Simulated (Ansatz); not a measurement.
**CH6Al (doublet): wave-function methods side by side at distance Al1–H4 along a hydrogen transfer = 1.965 Å, cc-pVDZ**

Aim: climb from Hartree-Fock through coupled cluster and multireference methods for CH6Al (doublet) at one geometry and basis, and see what each rung misses.

Program: Ansatz 0.2.0, Gaussian basis. Level of theory: cc-pVDZ, core rule «outside noble gas», up to 6 orbitals frozen. These are calculated values, not measurements.

The runs, in order: UHF; CCSD(T) on ROHF; CCSD(T) on UHF; BCCD(T) on ROHF; CISD; CCSDT(Q) on ROHF; CCSDT(Q) on UHF; CASSCF and MRCISD+Q, 3 electrons in 3 orbitals; CASSCF and NEVPT2, 3 electrons in 3 orbitals; CASSCF and MRCISD+Q, 9 electrons in 9 orbitals; CASSCF and NEVPT2, 9 electrons in 9 orbitals.

## 1. The system

The geometry derives from fragments relaxed apart (PBE0/def2-TZVP) and kept rigid, so it is no stationary point. A hydrogen atom is moved between rigid fragments.

8 atoms, charge 0, spin multiplicity 2.

Atoms are counted from 1 here; the program's logs count them from 0.

Bond lengths: Al1–H2 1.586 Å, Al1–H3 1.586 Å, Al1–H4 1.965 Å, H4–C5 1.090 Å, C5–H6 1.080 Å, C5–H7 1.080 Å, C5–H8 1.080 Å. Angles: H2–Al1–H3 120.0°, H2–Al1–H4 120.0°, H3–Al1–H4 120.0°, Al1–H4–C5 180.0°, H4–C5–H6 90.0°, H4–C5–H7 90.0°, H4–C5–H8 90.0°, H6–C5–H7 120.0°, H6–C5–H8 120.0°, H7–C5–H8 120.0°.

## 2. UHF

Contents of in.yaml:

```yaml
crystal:
  periodic: [false, false, false]
  atoms:
    - {symbol: Al, position_ang: [-1.028258, 0.000000, 0.000000]}
    - {symbol: H, position_ang: [-1.821182, 1.373384, 0.000000]}
    - {symbol: H, position_ang: [-1.821182, -1.373384, 0.000000]}
    - {symbol: H, position_ang: [0.936742, 0.000000, 0.000000]}
    - {symbol: C, position_ang: [2.026742, 0.000000, 0.000000]}
    - {symbol: H, position_ang: [2.026742, -1.080022, 0.000000]}
    - {symbol: H, position_ang: [2.026742, 0.540011, 0.935327]}
    - {symbol: H, position_ang: [2.026742, 0.540011, -0.935327]}
basis:
  gaussian: {orbitals: cc-pVDZ}
magnetization: {spin_polarized: true, initial_magnetization: 1}
hamiltonian: {xc: hf}
output: {orbitals: {seedname: orbitals}}
```

Command:

```
$ ansatz run in.yaml --threads 1 --pin off --events-out ev --progress --plain --max-ram 2816MiB --backend cpu
```

After this run come: CCSD(T) on ROHF; CCSD(T) on UHF; BCCD(T) on ROHF; CISD; CCSDT(Q) on ROHF; CCSDT(Q) on UHF; CASSCF and MRCISD+Q, 3 electrons in 3 orbitals; CASSCF and NEVPT2, 3 electrons in 3 orbitals; CASSCF and MRCISD+Q, 9 electrons in 9 orbitals; CASSCF and NEVPT2, 9 electrons in 9 orbitals.

Before running them: what should the planned runs give, taken together? Wanted: UCCSDT(Q) below the RHF energy; RMP2 from UCCSDT(Q); UMP2 from UCCSDT(Q); RCCSD from UCCSDT(Q); RCCSD(T) from UCCSDT(Q); UCCSD(T) from UCCSDT(Q); RCCSDT(Q) from UCCSDT(Q); NEVPT2 frontier from UCCSDT(Q); MRCISD+Q frontier from UCCSDT(Q).

As calculated:

```
                         quantity                                                                      value
   UCCSDT(Q) below the RHF energy                                                                 -7.7032 eV
              RMP2 from UCCSDT(Q)                                                              +129.2 kJ/mol
              UMP2 from UCCSDT(Q)                                                              +130.3 kJ/mol
             RCCSD from UCCSDT(Q)                                                               +19.7 kJ/mol
          RCCSD(T) from UCCSDT(Q)                                                                +3.2 kJ/mol
          UCCSD(T) from UCCSDT(Q)                                                                +3.2 kJ/mol
         RCCSDT(Q) from UCCSDT(Q)                                                                 0.0 kJ/mol
   NEVPT2 frontier from UCCSDT(Q)                                                              +133.7 kJ/mol
 MRCISD+Q frontier from UCCSDT(Q)                                                                +3.1 kJ/mol
levels within 1 kcal/mol (43 meV)  RCCSD(T), UCCSD(T), BCCD(T), RCCSDT, UCCSDT, RCCSDT(Q), MRCISD+Q frontier
                    T1 diagnostic                                                                      0.014
```

RCCSD(T) lands +3.2 kJ/mol from the yardstick (0.4 % of the correlation energy). Of the multireference levels listed MRCISD+Q frontier comes nearest in total energy (+3.1 kJ/mol), which doesn't show that its space is the better one. These misses are within one basis, not against nature; the frozen cores of restricted and unrestricted runs differ, which can shift their rows.
